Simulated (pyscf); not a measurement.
H₃C–Cl + Cl• → Cl–CH₂–Cl + H•, a substitution at C (doublet surface; C–H broken, C–Cl formed). Optimised with ωB97X-D3(BJ)/def2-SVP in PySCF. MP2 and CC: frozen core, UHF for open shells. ΔMP2 is the change of the MP2 total energy from the triple- to the quadruple-zeta basis. Energies in kJ/mol from the separated reactants.

Small-basis levels: PySCF, no dispersion term, spherical d functions. AM1 to PM7: differences of heats of formation from MOPAC. Open shells are spin-unrestricted. 

```tsv
level	barrier	reaction energy
HF/6-31G*	318.2	+151.7
MP2/6-31G*	249.9	+86.9
SVWN5/6-31G*	114.6	+66.4
PBE/6-31G*	167.5	+89.8
B3LYP/LANL2DZ	246.3	+180.6
B3LYP/6-31G*	215.8	+126.8
B3LYP/def2-SVP	___	+119.0
AM1	145.6	+67.7
PM6	146.9	+87.7
CCSD(T)/def2-TZVPP + ΔMP2(QZVPP)	___	+107.0
```

**Question.** Complete the blanks.

**Answer.** 
- B3LYP/def2-SVP, barrier: 206.1
- CCSD(T)/def2-TZVPP + ΔMP2(QZVPP), barrier: 212.2

Against the last row the barrier runs from -97.6 (SVWN5/6-31G*) to +106.0 kJ/mol (HF/6-31G*). CCSD(T)/def2-TZVPP + ΔMP2(QZVPP) has limits of its own. On the reactant side the descent ends in what is likely a three-electron adduct, which functionals tend to overbind, 26.7 kJ/mol under the separated species and 235.3 kJ/mol under the saddle at ωB97X-D3(BJ)/def2-TZVP. The same reactants have a lower exit, to •H₂C–Cl + HCl (barrier +15.4 kJ/mol at ωB97M-D3(BJ), against +207.8 kJ/mol here). One saddle was located; it need not be the lowest between these sides. The angle at the attacked C is 163°. The CCSD(T) − MP2 part came from Ansatz, without density fitting, on the same reference. Left out: the spin-orbit lowering of Cl.
